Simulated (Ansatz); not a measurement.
Relaxation of H8OSi2 (11 atoms, charge 0, multiplicity 1), to a largest force component of 0.03 eV/Å in at most 50 steps.

Computed with RKS PBE0/6-31G* (Ansatz 0.2.0).

```xyz
11
Properties=species:S:1:pos:R:3:forces:R:3
Si 0.410 -0.244 -0.467 -0.47 0.78 -0.64
O -0.648 -0.353 2.211 0.67 -0.15 0.44
H -1.227 -1.103 2.398 0.00 -0.01 0.01
H 1.021 -0.203 -1.834 0.00 0.00 0.00
H 0.589 1.107 0.128 0.01 0.00 -0.01
H -1.036 -0.541 -0.651 0.00 0.00 0.00
Si 1.429 -1.842 0.759 0.58 -0.87 0.45
H 0.487 -2.919 1.189 0.00 0.01 0.00
H 2.539 -2.519 0.023 0.00 0.00 0.00
H 2.052 -1.285 2.002 -0.01 0.00 0.01
H 0.172 -0.545 2.721 -0.78 0.25 -0.26
```

Problem. Where does it end, and by what steps?

Solution. It converged. The force dipped under the threshold on the way, but the program's further checks kept it going. After 7 steps the energy has fallen by 0.099 eV; H11 moved furthest, 0.49 Å.

| step | energy less start (eV) | largest force component (eV/Å) | accepted |
| --- | --- | --- | --- |
| 0 | 0.0000 | 0.868 | yes |
| 1 | -0.0702 | 0.822 | yes |
| 2 | -0.0181 | 0.642 | no |
| 3 | -0.0883 | 0.499 | yes |
| 4 | -0.0965 | 0.189 | yes |
| 5 | -0.0991 | 0.014 | yes |
| 6 | -0.0992 | 0.067 | yes |
| 7 | -0.0995 | 0.023 | yes |

```xyz
11
Properties=species:S:1:pos:R:3
Si 0.429 -0.224 -0.517
O -0.702 -0.398 2.237
H -1.160 -1.222 2.448
H 1.015 -0.184 -1.893
H 0.640 1.116 0.094
H -1.027 -0.494 -0.665
Si 1.485 -1.899 0.730
H 0.523 -2.954 1.171
H 2.550 -2.592 -0.057
H 2.147 -1.347 1.948
H -0.113 -0.250 2.987
```

Whether the end is a true minimum wasn't checked by a vibrational analysis.

The run took 26 s on 1 thread of Arm Neoverse V1, with other jobs on the host, peak memory 0.13 GiB.
